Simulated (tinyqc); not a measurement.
Orbital energy against energy difference: ionisation energy by orbital energies and by energy differences in the cc-pvdz basis, for H2O, spin multiplicity 1. Computed by the program tinyqc with PySCF. 

Geometry (angstrom):
```
atom       x        y       z
O     0.0000   0.0000  0.0000
H     0.0000   0.6780  0.6240
H     0.0000  -0.6650  0.6130
```

CCSD(T) difference in the same basis = 12.2301 eV

IP-EOM-CCSD = 12.0747 eV

The cation is unrestricted; errors are against CCSD(T) in this basis, not against experiment.

First vertical ionisation energy (eV):
```
method     -e(HOMO)  E(cation) - E  error of -e(HOMO)  error of the difference
HF          13.6024      11.025645             1.3723                  -1.2044
LDA          6.3898      12.918127            -5.8403                   0.6880
PBE          6.2869      12.561529            -5.9431                   0.3315
B3LYP        8.0096      12.598831            -4.2204                   0.3688
PBE0         8.3805      12.480812            -3.8496                   0.2507
CAM-B3LYP    9.9083      12.594045            -2.3218                   0.3640
LC-wPBE     11.3788      12.642786            -0.8513                   0.4127
```

Koopmans errs by +1.37 eV and Delta-HF by -1.20 eV: relaxation, 2.58 eV, lowers the value and the missing correlation difference works against it. The PBE level is off by -5.9 eV through the wrong tail of its potential, though its energy difference is off by +0.33 eV; exact exchange deepens the level, and among the orbital energies LC-wPBE comes closest; among the differences PBE0 does.
